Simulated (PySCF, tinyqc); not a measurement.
Inside a calculation. Method: RHF in the sto-3g basis, for LiH, spin multiplicity 1. The lowest restricted solution is unstable here: a spin-polarised one lies 0.0034 hartree lower (PySCF). One step of it, computed by the program tinyqc.

Task: Iteration 2: building the Fock matrix. J_ij = sum D_kl (ij|kl), K_ij = sum D_kl (ik|jl); F = H + J - 0.5 K; E = tr D H + tr D J / 2 - 0.25 tr D K + E_nn.

D after iteration 1, order 1Li 1s, 1Li 2s, 1Li 2px, 1Li 2py, 1Li 2pz, 2H 1s:
```
[[2.030173, -0.121129, 0.000000, 0.000000, -0.111141, -0.134056],
 [-0.121129, 0.472118, 0.000000, 0.000000, 0.416308, 0.514567],
 [0.000000, 0.000000, 0.000000, 0.000000, 0.000000, 0.000000],
 [0.000000, 0.000000, 0.000000, 0.000000, 0.000000, 0.000000],
 [-0.111141, 0.416308, 0.000000, 0.000000, 0.370238, 0.449449],
 [-0.134056, 0.514567, 0.000000, 0.000000, 0.449449, 0.580988]]
```

core Hamiltonian H = T + V (hartree), order 1Li 1s, 1Li 2s, 1Li 2px, 1Li 2py, 1Li 2pz, 2H 1s:
```
[[-4.650180, -1.043438, 0.000000, 0.000000, -0.008772, -0.083396],
 [-1.043438, -1.338998, 0.000000, 0.000000, -0.089578, -0.400384],
 [0.000000, 0.000000, -1.089186, 0.000000, 0.000000, 0.000000],
 [0.000000, 0.000000, 0.000000, -1.089186, 0.000000, 0.000000],
 [-0.008772, -0.089578, 0.000000, 0.000000, -1.157184, -0.550468],
 [-0.083396, -0.400384, 0.000000, 0.000000, -0.550468, -1.198728]]
```

Two-electron integrals (ij|kl) in chemists' order, unique and non-zero (hartree):
```
(11|11) 1.680395   (21|11) 0.265420   (21|21) 0.049941   (22|11) 0.397727
(22|21) 0.092860   (22|22) 0.290562   (31|31) 0.008981   (32|31) 0.013788
(32|32) 0.064184   (33|11) 0.396640   (33|21) 0.092880   (33|22) 0.290497
(33|33) 0.312946   (41|41) 0.008981   (42|41) 0.013788   (42|42) 0.064184
(43|43) 0.016869   (44|11) 0.396640   (44|21) 0.092880   (44|22) 0.290497
(44|33) 0.279207   (44|44) 0.312946   (51|51) 0.008981   (52|51) 0.013788
(52|52) 0.064184   (53|53) 0.016869   (54|54) 0.016869   (55|11) 0.396640
(55|21) 0.092880   (55|22) 0.290497   (55|33) 0.279207   (55|44) 0.279207
(55|55) 0.312946   (61|11) 0.019575   (61|21) 0.003727   (61|22) 0.007143
(61|33) 0.007055   (61|44) 0.007055   (61|51) 0.000489   (61|52) 0.000955
(61|55) 0.007322   (61|61) 0.000310   (62|11) 0.079481   (62|21) 0.018941
(62|22) 0.067349   (62|33) 0.063421   (62|44) 0.063421   (62|51) 0.002915
(62|52) 0.021244   (62|55) 0.075145   (62|61) 0.001726   (62|62) 0.031131
(63|31) 0.001114   (63|32) 0.006078   (63|53) 0.002830   (63|63) 0.001630
(64|41) 0.001114   (64|42) 0.006078   (64|54) 0.002830   (64|64) 0.001630
(65|11) 0.109159   (65|21) 0.026172   (65|22) 0.095512   (65|33) 0.088948
(65|44) 0.088948   (65|51) 0.004478   (65|52) 0.032819   (65|55) 0.108551
(65|61) 0.002435   (65|62) 0.047292   (65|65) 0.072275   (66|11) 0.244021
(66|21) 0.058813   (66|22) 0.230520   (66|33) 0.211218   (66|44) 0.211218
(66|51) 0.008710   (66|52) 0.083316   (66|55) 0.269007   (66|61) 0.005404
(66|62) 0.140450   (66|65) 0.219038   (66|66) 0.774606
```

nuclear repulsion = 0.73225629 hartree

Give: Coulomb J; exchange K; Fock matrix F; total energy of this density.

Result:

Coulomb J (hartree), order 1Li 1s, 1Li 2s, 1Li 2px, 1Li 2py, 1Li 2pz, 2H 1s:
```
[[3.9983, 0.6812, 0.0000, 0.0000, 0.0214, 0.0526],
 [0.6812, 1.3169, 0.0000, 0.0000, 0.1499, 0.3891],
 [0.0000, 0.0000, 1.2893, 0.0000, 0.0000, 0.0000],
 [0.0000, 0.0000, 0.0000, 1.2893, 0.0000, 0.0000],
 [0.0214, 0.1499, 0.0000, 0.0000, 1.3650, 0.5671],
 [0.0526, 0.3891, 0.0000, 0.0000, 0.5671, 1.5470]]
```

exchange K (hartree), order 1Li 1s, 1Li 2s, 1Li 2px, 1Li 2py, 1Li 2pz, 2H 1s:
```
[[3.3733, 0.5386, 0.0000, 0.0000, 0.0053, 0.0467],
 [0.5386, 0.3413, 0.0000, 0.0000, 0.2680, 0.3608],
 [0.0000, 0.0000, 0.0609, 0.0000, 0.0000, 0.0000],
 [0.0000, 0.0000, 0.0000, 0.0609, 0.0000, 0.0000],
 [0.0053, 0.2680, 0.0000, 0.0000, 0.3332, 0.4407],
 [0.0467, 0.3608, 0.0000, 0.0000, 0.4407, 0.8705]]
```

Fock matrix F (hartree), order 1Li 1s, 1Li 2s, 1Li 2px, 1Li 2py, 1Li 2pz, 2H 1s:
```
[[-2.3386, -0.6316, 0.0000, 0.0000, 0.0100, -0.0541],
 [-0.6316, -0.1928, 0.0000, 0.0000, -0.0737, -0.1917],
 [0.0000, 0.0000, 0.1697, 0.0000, 0.0000, 0.0000],
 [0.0000, 0.0000, 0.0000, 0.1697, 0.0000, 0.0000],
 [0.0100, -0.0737, 0.0000, 0.0000, 0.0412, -0.2037],
 [-0.0541, -0.1917, 0.0000, 0.0000, -0.2037, -0.0869]]
```

total energy of this density = -7.793965 hartree

This density is a damped mixture and is not idempotent.
